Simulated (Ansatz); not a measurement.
Geometry optimisation, RKS PBE0-D4/def2-SVP (Ansatz 0.2.0).

input.yaml

```yaml
crystal:
  periodic: [false, false, false]
  atoms:
    - { symbol: B, position_ang: [0.0, 0.0, 0.0] }
    - { symbol: H, position_ang: [0.0, 0.0, 1.54] }
    - { symbol: H, position_ang: [1.0305, 0.0, -0.595] }
    - { symbol: H, position_ang: [-1.0305, 0.0, -0.595] }
    - { symbol: O, position_ang: [0.0715, -1.6212, 0.5392] }
    - { symbol: C, position_ang: [-0.5794, -2.7171, -0.0867] }
    - { symbol: H, position_ang: [0.1085, -3.5877, -0.1182] }
    - { symbol: H, position_ang: [-1.4893, -2.9859, 0.4895] }
    - { symbol: H, position_ang: [-0.8668, -2.4357, -1.1212] }
    - { symbol: H, position_ang: [0.0379, -0.8605, 1.537] }
basis:
  gaussian: { orbitals: def2-SVP }
hamiltonian:
  xc: pbe0
  dispersion: d4
relax:
  f_tol: 0.15
  max_steps: 25
  restrain:
    - { distance: [0, 4], at: 1.41, k: 30.0 }
    - { distance: [9, 1], at: 0.66, k: 30.0 }
    - { distance: [0, 1], at: 2.39, k: 30.0 }
    - { distance: [9, 4], at: 2.21, k: 30.0 }
```

Launched with:

```bash
$ ansatz run input.yaml --threads 1 --pin off --max-ram 2048MiB --backend cpu --events-out ev --progress --plain --runs-dir out
```

**Question.** Where does it end, and by what steps?

**Answer.** The run converged. The restraints hold the end off the free minimum; the threshold counts their pulls, which the force column leaves out. Restrained pairs: B1–O5 (1.71 → 1.37 Å), H2–H10 (0.86 → 0.72 Å), B1–H2 (1.54 → 2.40 Å), O5–H10 (1.26 → 2.22 Å). After 11 steps the energy has fallen by 2.940 eV (the restraints' own energy left out); H8 moved furthest, 0.72 Å.

| step | energy less start (eV) | largest force component (eV/Å) | accepted |
| --- | --- | --- | --- |
| 0 | 0.0000 | 4.465 | yes |
| 1 | -0.3991 | 6.165 | yes |
| 2 | -1.4886 | 5.166 | yes |
| 3 | -2.4137 | 2.120 | yes |
| 4 | -2.7245 | 2.364 | yes |
| 5 | -2.8580 | 1.803 | yes |
| 6 | -2.8853 | 1.447 | yes |
| 7 | -2.9313 | 1.197 | yes |
| 8 | -2.9138 | 1.453 | yes |
| 9 | -2.9213 | 1.593 | yes |
| 10 | -2.9197 | 1.512 | yes |
| 11 | -2.9399 | 1.581 | yes |

```xyz
10
Properties=species:S:1:pos:R:3
B 0.239 -0.446 -0.379
H -0.523 0.045 1.839
H 1.178 0.303 -0.294
H -0.846 -0.099 -0.799
O 0.463 -1.757 -0.045
C -0.557 -2.719 -0.108
H -0.159 -3.635 -0.564
H -0.902 -2.960 0.913
H -1.419 -2.359 -0.693
H -0.192 -0.582 1.721
```

The run took 35 s on 1 thread of Arm Neoverse V1, with other jobs on the host, peak memory 0.13 GiB.
